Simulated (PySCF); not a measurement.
Core-level binding energies of phosphonium

Compound: phosphonium, PH4 (charge +1).
Z-matrix (Å and degrees, GFN2-xTB geometry), rows numbered from 1:
```
P 
H   1  1.3748
H   1  1.3748  2  109.44
H   1  1.3749  2  109.42  3  -119.96
H   1  1.3749  2  109.53  3   119.98
```

The calculation used PySCF, delta-SCF UKS SCAN, pcX-2 on the ionised atom, pcseg-1 elsewhere, spin-free X2C. Vertical ΔSCF values, vacuum level as zero.

Question: What binding energy does each computed site have?

Answer: 
| atom(s) | environment | level | binding energy (eV) | 2p1/2 (eV) | count |
| --- | --- | --- | --- | --- | --- |
| P1 | phosphonium phosphorus | P 1s | 2159.91 | – | 1 |
| P1 | phosphonium phosphorus | P 2p3/2 | 146.39 | 147.28 | 1 |

Question: Which photon energy gives electrons from P 2p3/2 of P1 a kinetic energy of 150 eV, and what is their de Broglie wavelength?

Answer: hν = 146.39 + 150 = 296.39 eV, recoil neglected; λ = 12.264 Å/√(E/eV) = 1.00 Å.

Question: Which photon wavelength matches the P 2p3/2 of P1 threshold?

Answer: λ = hc/E = 12398.42 eV Å / 146.39 eV = 84.694 Å.

The 2p values add to the ΔSCF energy of one spin-free hole a correction within the shell (spin–orbit coupling, ligand field). 2p1/2 minus 2p3/2 (ligand field included): P 0.89 eV. The species carries charge +1, so core ionisation leaves charge +2. Isolated species at its GFN2-xTB geometry, gas phase.
